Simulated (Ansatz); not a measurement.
**H2SO2 (SMILES O=[SH2]=O) at 6 levels**

Aim: a comparison of 6 runs (HF/STO-3G, B3LYP/STO-3G, BLYP/STO-3G, RPA@PBE/STO-3G, MP2/STO-3G, CCSD(T)/STO-3G) of H2SO2. 

The calculation is run with Ansatz 0.2.0.

45 further runs of the same task are left out: 1 that didn't finish, 44 set aside as unsound or not needed.

**1. The system as given**

H2SO2: 5 atoms, total charge 0, spin state singlet. SMILES: `O=[SH2]=O`. The H4–S2 distance was set to 1.749 Å, away from the relaxed value.

Bond lengths: O1–S2 1.425 Å, S2–O3 1.425 Å, S2–H5 1.399 Å. Angles: O1–S2–O3 121.4°, O1–S2–H5 107.9°, O3–S2–H5 107.9°.

**2. A single-point energy at HF/STO-3G (run 1)**

Input file job.yaml:

```yaml
basis:
  gaussian: {orbitals: STO-3G}
crystal:
  periodic: [false, false, false]
  atoms:
    - {symbol: O, position_ang: [-0.843388, 0.482813, 1.286338]}
    - {symbol: S, position_ang: [0.156432, 0.192853, 0.313178]}
    - {symbol: O, position_ang: [1.412432, -0.369287, 0.683648]}
    - {symbol: H, position_ang: [-0.558620, -0.842170, -0.901330]}
    - {symbol: H, position_ang: [0.405152, 1.363763, -0.410282]}
hamiltonian: {xc: hf}
accuracy: high
```

Run with:

```
$ ansatz run job.yaml --threads 1 --pin off --max-ram 2610MiB --events-out events.jsonl --progress --plain --runs-dir runs
```

What it wrote:

```text
Warning: RAYON_NUM_THREADS=1 ignored (pool sized by the plan → 1); use --threads N
Functional definition: HF
  name "HF"
  exchange = exact_x
  correlation = 0
388 factors; integrals over basis functions are off by at most 2.8e-8 eV
mean field evaluation 1: about -14728.9911 eV, gradient 4.2e1 eV
mean field evaluation 2: about -14729.0860 eV, gradient 4.2e1 eV
mean field evaluation 4: about -14735.5401 eV, gradient 3.2e0 eV
mean field evaluation 8: about -14735.6090 eV, gradient 5.4e-2 eV
mean field -14735.60903863 eV, -541.5236440150 hartree, gradient 1.1e-8 eV, S^2 0.000000; 0 other end points of the search recorded, 0 dependent functions left out
reference -14735.60903863 eV, -541.5236440150 hartree; 17, 17 occupied and 4, 4 virtual orbitals, 388 factors
Total energy: -14735.60903863 eV, -541.5236440150 hartree
```

Run time: 0.14 s. Hardware: 1 thread of Arm Neoverse V1, shared host.

**3. A single-point energy at B3LYP/STO-3G (run 2)**

Input file input.yaml:

```yaml
crystal:
  periodic: [false, false, false]
  atoms:
    - {symbol: O, position_ang: [-0.843388, 0.482813, 1.286338]}
    - {symbol: S, position_ang: [0.156432, 0.192853, 0.313178]}
    - {symbol: O, position_ang: [1.412432, -0.369287, 0.683648]}
    - {symbol: H, position_ang: [-0.558620, -0.842170, -0.901330]}
    - {symbol: H, position_ang: [0.405152, 1.363763, -0.410282]}
basis:
  gaussian:
    orbitals: STO-3G
hamiltonian:
  xc: {name: B3LYP}
accuracy: high
```

Run with:

```
$ ansatz run input.yaml --threads 1 --pin off --max-ram 2610MiB --events-out events.jsonl --progress --plain --runs-dir runs
```

What it wrote:

```text
Warning: RAYON_NUM_THREADS=1 ignored (pool sized by the plan → 1); use --threads N
Functional definition: B3LYP
  name "B3LYP"
  parameter a0 = 0.2
  parameter ax = 0.72
  parameter ac = 0.81
  exchange = (1 - a0 - ax)*slater_x + ax*b88_x + a0*exact_x
  correlation = (1 - ac)*vwn_rpa_c + ac*lyp_c
388 factors; integrals over basis functions are off by at most 2.8e-8 eV
mean field evaluation 1: about -14763.5276 eV, gradient 5.3e1 eV
mean field evaluation 2: about -14734.2472 eV, gradient 1.0e2 eV
mean field evaluation 4: about -14773.0462 eV, gradient 4.6e0 eV
mean field evaluation 8: about -14773.1918 eV, gradient 3.3e-2 eV
mean field evaluation 16: about -14773.1918 eV, gradient 1.6e-6 eV
mean field -14773.19179621 eV, -542.9047848816 hartree, gradient 4.6e-8 eV, S^2 0.000000; 0 other end points of the search recorded, 0 dependent functions left out
reference -14773.19181835 eV, -542.9047856954 hartree; 17, 17 occupied and 4, 4 virtual orbitals, 388 factors
Total energy: -14773.19181835 eV, -542.9047856954 hartree
```

It took 1.2 s on 1 thread of Arm Neoverse V1, shared host; peak memory 0.095 GiB.

Runs 3 to 5 aren't shown in full; the table further down has their settings and results.

**4. The energy at CCSD(T)/STO-3G (run 6)**

Input file in.yaml:

```yaml
crystal:
  periodic: [false, false, false]
  atoms:
    - {symbol: O, position_ang: [-0.843388, 0.482813, 1.286338]}
    - {symbol: S, position_ang: [0.156432, 0.192853, 0.313178]}
    - {symbol: O, position_ang: [1.412432, -0.369287, 0.683648]}
    - {symbol: H, position_ang: [-0.558620, -0.842170, -0.901330]}
    - {symbol: H, position_ang: [0.405152, 1.363763, -0.410282]}
basis:
  gaussian: {orbitals: STO-3G}
correlation: {method: ccsd_t, frozen_orbitals: {H: 0, O: 1, S: 5}}
accuracy: high
scf: {omitted_lower_state_checks: [cluster_reference, increment]}
```

Run with:

```
$ ansatz run in.yaml --threads 1 --pin off --max-ram 2610MiB --events-out events.jsonl --progress --plain --runs-dir runs
```

What it wrote (excerpt; [...] marks lines left out):

```text
Warning: RAYON_NUM_THREADS=1 ignored (pool sized by the plan → 1); use --threads N
Functional definition: HF
  name "HF"
[...]
388 factors; integrals over basis functions are off by at most 2.8e-8 eV
[...]
mean field -14735.60903863 eV, -541.5236440150 hartree, gradient 1.1e-8 eV, S^2 0.000000; 0 other end points of the search recorded, 0 dependent functions left out; unrestricted orbitals would lower it
7 core orbitals not correlated: weight in the atoms' cores, before any rotation towards them, 1.000 or more for the frozen orbitals, at most 0.000 for the correlated occupied ones
reference -14735.60903863 eV, -541.5236440150 hartree; 10, 10 occupied and 4, 4 virtual orbitals, 388 factors
second order -4.07528053 eV of doubles, -0.00000000 eV of singles
cycle   1  -4.27600890 eV  change   -2.0e-1 eV  update   1.8e-1
[...]
cycle  25  -5.03610272 eV  change  -6.6e-10 eV  update  7.7e-10
perturbative correction -0.51831779 eV, -0.0190478275 hartree
Total energy: -14741.16345914 eV, -541.7277652039 hartree
Checks for a lower state left out: cluster_reference, increment
```

It took 0.22 s on 1 thread of Arm Neoverse V1, shared host.

**5. The series**

```
run           level  frozen core orbitals  energy (Eh)  wall time
  1       HF/STO-3G                     –  -541.523644     0.14 s
  2    B3LYP/STO-3G                     –  -542.904786      1.2 s
  3     BLYP/STO-3G                     –  -542.849946      1.2 s
  4  RPA@PBE/STO-3G                     7  -541.804589      1.8 s
  5      MP2/STO-3G                     7  -541.673408     0.14 s
  6  CCSD(T)/STO-3G                     7  -541.727765     0.22 s
```

**6. What came out**

```
                                          quantity          value
                               run 6: total energy  -541.72777 Eh
run 6: correlation energy (7 core orbitals frozen)     -204.1 mEh
                             run 6: (T) correction     -19.05 mEh
                              run 6: T1 diagnostic          0.031
```

In words: Below the HF energy at the same shape and in the same basis (STO-3G): MP2 -149.8 mEh; CCSD(T) -204.1 mEh. Totals of different functionals can't be ranked against each other. In run 6 the T1 diagnostic is large, so a single reference may not serve. In runs 5, 6 the log says that unrestricted orbitals would lower the reference, so the values rest on an unstable closed-shell determinant (other closed-shell runs at this shape may share the fault). In runs 1, 2, 3, 4, 5, 6 the basis is minimal, so the values are rough. All runs together took 4.8 s, the longest 1.8 s.
